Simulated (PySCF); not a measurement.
Compound: C5H10F (doublet state).
Z-matrix (Å and degrees, PBE0-D3(BJ)/def2-SVP geometry), rows numbered from 1:
```
C 
C   1  1.4846
C   2  1.5324  1  114.74
C   3  1.5216  2  112.14  1   172.03
C   3  1.5168  2  109.97  1   -63.80
F   5  1.3742  3  110.74  2   177.68
H   1  1.0943  2  120.16  3   -39.20
H   1  1.0922  2  121.26  3   152.06
H   2  1.1056  1  110.34  3  -124.12
H   2  1.1112  1  109.79  3   121.09
H   3  1.1059  2  108.00  1    52.48
H   4  1.0990  3  110.64  2   177.68
H   4  1.1006  3  111.23  2   -61.92
H   4  1.1029  3  110.87  2    58.02
H   5  1.1060  3  110.22  2   -62.52
H   5  1.1033  3  110.77  2    57.22
```

The hyperfine couplings belong to this conformer and change with its torsions.

Identity: `[CH2]C[C@@H](C)CF` [radical].

Theory: UKS B3LYP, IGLO-III on C F, pcH-1 on H, non-relativistic, mean-field spin-orbit, GIAO in PySCF. Geometry: PBE0-D3(BJ)/def2-SVP, one conformer, isolated molecule. No stability test was run, so a lower SCF solution isn't excluded.

Task: Give the principal g shifts and their parts.

Result: 
| Δg (ppm) | 1 | 2 | 3 |
| --- | --- | --- | --- |
| relativistic mass correction | -136 | -136 | -136 |
| gauge correction | 10 | 39 | 27 |
| orbital Zeeman/spin–orbit | 30 | 546 | 924 |
| total | -95 | 449 | 815 |

So g = 2.00222, 2.00277, 2.00313 and g_iso = 2.00271; the tensor is rhombic: the two nearest values differ by 40 % of g3 − g1. Axes: g2 points within 12° of the C1–C2 bond.

Task: Average each term over the three axes. Which is largest in size?

Result: The orbital-Zeeman/spin–orbit term 500, the mass correction -136 and the gauge correction 25 ppm, for a total of 390 ppm. The orbital-Zeeman/spin–orbit term is the largest in size. The mass correction is the same along every axis, so the anisotropy comes from the other two: their spans along these axes are 29 (gauge) and 894 ppm (orbital Zeeman/spin–orbit).

Task: What effective moment and Curie constant follow for a powder?

Result: With the mean of g² = 4.0108 and S(S+1) = 0.75: μ_eff = √(⟨g²⟩S(S+1)) = 1.734 μB and χT = 0.12505·⟨g²⟩·S(S+1) = 0.376 cm³ K/mol (cgs; spin-Hamiltonian part alone).

Task: At 9.364 GHz, how far is the centre of the isotropic spectrum from where a free electron (g = 2.002319) resonates?

Result: B = hν/(g μB) with μB/h = 13.99624 MHz/mT gives 334.13 mT for the free electron and 334.07 mT at g_iso, 0.07 mT lower.

Task: In a frozen sample, at which fields do the three g values resonate at 9.5, 34, 94 and 263 GHz (hyperfine left aside), and which band first spreads them over more than twice a line width of 0.3 mT?

Result: 
```tsv
band	GHz	B(g3) mT	B(g2) mT	B(g1) mT	spread mT
X	9.5	338.85	338.91	339.00	0.15
Q	34.0	1212.71	1212.93	1213.26	0.55
W	94.0	3352.79	3353.40	3354.31	1.53
J	263.0	9380.67	9382.39	9384.94	4.27
```

The spread grows in proportion to the frequency. W band is the first where it exceeds 0.6 mT.

The Mulliken spin populations are largest on C1 (+1.09), C2 (-0.10) and H10 (+0.07). No atom but C1 exceeds +0.15. The positive populations add up to 1.20 and the negative ones to -0.20, together 2S = 1. The angles at C1 add up to 359.1°, so it is planar; its axial dipolar tensor and the negative couplings of its protons fit spin in a p orbital normal to that plane.

The HOMO–LUMO gaps are 6.82 eV among the α and 6.98 eV among the β orbitals.
